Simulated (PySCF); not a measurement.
## Cl: electron affinity

Cl⁻ [Ar] (1S) → Cl [Ne] 3s2 3p5 (2P), as a difference of total energies. All numbers are calculated (PySCF 2.14, no relativity, point nucleus, in aug-cc-pwCVTZ (8s7p5d3f, 75 functions)). Correlated levels: nothing frozen. The calculations carry no spin-orbit coupling.

| method | electron affinity (eV) | plus first-order spin-orbit estimate | error of that sum (eV) |
| --- | --- | --- | --- |
| UHF | 2.374 | 2.340 | -1.273 |
| MP2 (all electrons) | 3.643 | 3.608 | -0.005 |
| SCS-MP2 (all electrons) | 3.541 | 3.507 | -0.106 |
| CCSD (all electrons) | 3.409 | 3.375 | -0.238 |
| CCSD(T) (all electrons) | 3.505 | 3.471 | -0.142 |

Reference: 3.613 eV (measured; photodetachment measurements, as compiled on the Wikipedia data page of electron affinities).

A first-order spin-orbit estimate (lowest level to lowest level, LS coupling) adds -0.034 eV.

Errors of the correlated levels include the incompleteness of this basis.
